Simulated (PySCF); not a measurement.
# Working out the ionisation energy of F

F [He] 2s2 2p5 (2P) → F+ [He] 2s2 2p4 (3P). All numbers are calculated (PySCF 2.14, the spin-free X2C one-electron Hamiltonian (Gaussian nucleus), in x2c-QZVPPall). Frozen: nothing. Energies in hartree (1 hartree = 27.21139 eV):

```csv
part,F (lower),F+ (upper)
UHF,-99.503092,-98.928456
MP2 opposite-spin,-0.189945,-0.141565
MP2 same-spin,-0.055535,-0.040823
```

Problem. What does Hartree-Fock give?

Solution. (-98.928456) − (-99.503092) = 0.574636 hartree = 15.637 eV.

Problem. What do MP2 and SCS-MP2 (6/5 opposite-spin, 1/3 same-spin) give?

Solution. The opposite-spin parts differ by 1.316 eV and the same-spin parts by 0.400 eV. MP2: 15.637 + (1.316) + (0.400) = 17.353 eV. SCS-MP2: 15.637 + 1.2 × (1.316) + (0.400)/3 = 17.350 eV.

Measured between the centres of the two terms (NIST): 17.427 eV, so MP2 (valence and next inner shell) is off by -0.074 eV.

What remains against the reference includes basis incompleteness and correlation beyond second order.
